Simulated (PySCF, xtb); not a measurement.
H2S, SMILES S.

GFN2-xTB (xtb 6.7.1) at its own geometry gives an orbital gap of 5.21 eV and a dipole moment of 1.97 D.

Geometry: PBE-D3(BJ)/def2-TZVPD.

What does CAM-B3LYP/def2-TZVPD (PySCF) give? (The exact figures need the calculation; the answer reports its results.)

gap 9.55 eV (levels -8.93 and 0.62 eV), dipole 1.02 D.
